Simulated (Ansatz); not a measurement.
# CH2 (singlet): from Hartree-Fock to the top rungs at a displaced geometry (v2), cc-pVTZ

An exercise on one series of results from a longer session: the logs are not shown, and one member is left open.

Program: Ansatz 0.2.0, Gaussian basis. Level of theory: cc-pVTZ, core rule «outside noble gas», up to 1 orbitals frozen. These are calculated values, not measurements.

The runs, in order: UHF; CCSD(T) on RHF; CCSD(T) on UHF; BCCD(T) on RHF; CISD; CCSDT(Q) on RHF; CCSDT(Q) on UHF; CASSCF and MRCISD+Q, 6 electrons in 6 orbitals; CASSCF and NEVPT2, 6 electrons in 6 orbitals.

14 further runs of the same task are left out: 1 for a mislabelled method, 3 that didn't finish, 10 set aside as unsound or not needed.

## The system

The geometry is a PBE0/def2-TZVP stationary point (not a proven minimum) with its atoms shifted at random (size 0.100 Å).

3 atoms, charge 0, spin multiplicity 1.

Atoms are counted from 1 here; the program's logs count them from 0.

Bond lengths: C1–H2 1.121 Å, C1–H3 1.104 Å. Angles: H2–C1–H3 101.1°.

As a file:

```xyz
3
CH2
C     0.0182   -0.0999   -0.0011
H    -0.1467    0.6116   -0.8516
H    -0.0701    0.5792    0.8644
```

Set-up of the first run:

Input file in.yaml:

```yaml
crystal:
  periodic: [false, false, false]
  atoms:
    - {symbol: C, position_ang: [0.018190, -0.099936, -0.001078]}
    - {symbol: H, position_ang: [-0.146685, 0.611632, -0.851578]}
    - {symbol: H, position_ang: [-0.070064, 0.579208, 0.864428]}
basis:
  gaussian: {orbitals: cc-pVTZ}
magnetization: {spin_polarized: true, initial_magnetization: 0}
hamiltonian: {xc: hf}
output: {orbitals: {seedname: orbitals}}
```

The run is started by

```sh
$ ansatz run in.yaml --threads 1 --pin off --events-out ev --progress --plain --max-ram 2393MiB
```

Steps of the session up to this table: UHF; CCSD(T) on RHF; CCSD(T) on UHF; BCCD(T) on RHF; CISD; CCSDT(Q) on RHF; CCSDT(Q) on UHF; CASSCF and MRCISD+Q, 6 electrons in 6 orbitals; CASSCF and NEVPT2, 6 electrons in 6 orbitals.

One of the session's tables, all rows but one given; the rest of the session is left out.

| method | from RCCSDT(Q) (kcal/mol) |
| --- | --- |
| RHF | +106.83 |
| UHF | +95.51 |
| RMP2 | +19.73 |
| UMP2 | +17.37 |
| CISD | +7.66 |
| RCCSD | +3.65 |
| UCCSD | +3.17 |
| RCCSD(T) | +0.62 |
| UCCSD(T) | +0.73 |
| BCCD(T) | +0.62 |
| RCCSDT | ? |
| UCCSDT | +0.18 |
| RCCSDT(Q) | 0 |
| UCCSDT(Q) | +0.05 |
| CASSCF valence | +67.92 |
| NEVPT2 valence | +15.92 |
| MRCISD valence | +2.86 |
| MRCISD+Q valence | +0.33 |

Q: Estimate the row for RCCSDT from the others.

**Answer.** from RCCSDT(Q) (kcal/mol): +0.12. In the column «from RCCSDT(Q) (kcal/mol)» it lies between UCCSDT(Q) (+0.05) and UCCSDT (+0.18).

Caveats from the session: The determinant is far from a pure spin state, so its energy mixes those of several spin states (harmless only where they are near-degenerate, as at dissociation). Restricted and unrestricted rows rest on different reference determinants; where their highest levels disagree by more than a few hundredths of an eV, they describe different states and don't form one ladder.
